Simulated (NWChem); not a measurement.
Molecule: methanethiol (CH4S); SMILES CS

Computed with NWChem. The geometry was optimised at PBE0/def2-SVP.

Task: Taking PBE0/cc-pVQZ as the yardstick, which of these has the fewest basis functions while keeping “highest occupied level (eV)” within 0.05 eV of it: PBE0/cc-pVDZ; PBE0/cc-pVTZ; PBE0/aug-cc-pVTZ; PBE0/aug-cc-pVDZ?

Result: PBE0/aug-cc-pVDZ.
```json
[
 {"level": "PBE0/cc-pVDZ", "basis functions": "52", "highest occupied level (eV)": "-6.64", "relative time (rough)": "1"},
 {"level": "PBE0/aug-cc-pVDZ", "basis functions": "86", "highest occupied level (eV)": "-6.83", "relative time (rough)": "2"},
 {"level": "PBE0/cc-pVTZ", "basis functions": "120", "highest occupied level (eV)": "-6.79", "relative time (rough)": "4"},
 {"level": "PBE0/aug-cc-pVTZ", "basis functions": "188", "highest occupied level (eV)": "-6.85", "relative time (rough)": "6"},
 {"level": "PBE0/cc-pVQZ", "basis functions": "234", "highest occupied level (eV)": "-6.82", "relative time (rough)": "10"}
]
```

The yardstick is one finite set, not the basis-set limit.
